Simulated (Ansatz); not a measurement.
An input meant for [SiH5]- (SiH₅⁻) (charge -1, singlet).

```yaml
crystal:
  periodic: [false, false, false]
  atoms:
    - {symbol: Si, position_ang: [0.000005, 0.000001, -0.000004]}
    - {symbol: H, position_ang: [-0.020515, -0.007913, 1.621966]}
    - {symbol: H, position_ang: [0.020567, 0.007904, -1.621983]}
    - {symbol: H, position_ang: [1.532304, 0.012866, 0.019467]}
    - {symbol: H, position_ang: [-0.777393, 1.320652, -0.003342]}
    - {symbol: H, position_ang: [-0.754957, -1.333509, -0.016104]}
basis:
  gaussian: {orbitals: def2-SVPD, final_grid: {core_spheres: 5, valence_spheres: 4, degree: 11}}
total_charge: -3
hamiltonian: {xc: {name: wPBEh}}
```

```sh
$ ansatz run in.yaml --threads 4 --pin off --events-out ev --progress --plain --max-ram 3916MiB
```

It prints (some lines left out):

```
Functional definition: wPBEh
565 factors; their error is unknown
118 factors; integrals over basis functions are off by at most 9.3e-7 eV
mean field evaluation 1: about -7924.8783 eV, gradient 5.0e1 eV
mean field evaluation 2: about -7922.3306 eV, gradient 5.8e1 eV
mean field evaluation 4: about -7936.6919 eV, gradient 6.0e-1 eV
mean field evaluation 8: about -7936.7206 eV, gradient 1.0e-1 eV
mean field evaluation 16: about -7936.7206 eV, gradient 1.8e-4 eV
a density is far from that of the atoms, so the factors are made again for it
681 factors; integrals over basis functions are off by at most 1.1e-3 eV
119 factors; integrals over basis functions are off by at most 8.2e-7 eV
mean field -7936.72062843 eV, -291.6691033924 hartree, gradient 4.0e-5 eV, S^2 0.000000; 0 other end points of the search recorded, 0 dependent functions left out
reference -7936.72064620 eV, -291.6691040452 hartree; 11, 11 occupied and 53, 53 virtual orbitals, 681 factors
Total energy: -7936.72064620 eV, -291.6691040452 hartree
```

(1) What is wrong with this run?

Answers

(1) The charge is far from what the species holds (-3 typed, -1 meant). The run converged. The result belongs to that input, not to the species as meant.
